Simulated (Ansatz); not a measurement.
## Worked example: correlation energy of GeAs, quartet

Geometry: a PBE0/def2-TZVP stationary point for this spin.

```yaml
atoms:
  - { symbol: Ge, position_ang: [0.0000, 0.0000, 0.0000] }
  - { symbol: As, position_ang: [0.0000, 0.0000, 2.5311] }
```

Basis cc-pVTZ; Ansatz 0.2.0. Correlated methods freeze the noble-gas cores and the filled d shells of p-block atoms, which leaves 9 electrons in 58 orbitals. R marks a restricted (for open shells ROHF) determinant, U an unrestricted one. No spin–orbit coupling is included, and no scalar relativity.

Full CI isn't at hand for all of this; UCCSDT(Q) serves as the reference, and is uncertain by the last step of the cluster series or more.

UCCSD has a T1 diagnostic of 0.023 and a largest doubles amplitude of 0.07.

Runs differ by some tens of microhartree through their thresholds and, for an open shell, their frozen cores, so steps under 0.03 kcal/mol mean nothing.

Here the R and U totals at CCSDT(Q) differ by 0.29 kcal/mol, a measure of how far such totals hang on the determinant and its frozen core.

| level | total energy (hartree) |
| --- | --- |
| UHF | -4309.612022 |
| UMP2 | -4309.760520 |
| UCCSD | -4309.791932 |
| UCCSD(T) | -4309.800129 |
| UCCSDT | -4309.801713 |
| UCCSDT(Q) | -4309.802163 |

Q: What is the correlation energy at UCCSDT(Q), and what share of it do UMP2 and UCCSDT recover?

A: E(corr) = -4309.802163 − (-4309.612022) = -0.190141 hartree = -5.174 eV. UMP2: -0.148498 / -0.190141 = 78.10 %. UCCSDT: -0.189691 / -0.190141 = 99.76 %.

Q: By how many kcal/mol does UCCSD(T) miss UCCSDT(Q) (1 hartree = 627.509 kcal/mol), and which steps make up the rest?

A: -4309.800129 − (-4309.802163) = 0.002034 hartree = 1.28 kcal/mol. Steps: UCCSDT − UCCSD(T) = -0.99, UCCSDT(Q) − UCCSDT = -0.28 kcal/mol. Differences between like states or geometries often cancel part of this.
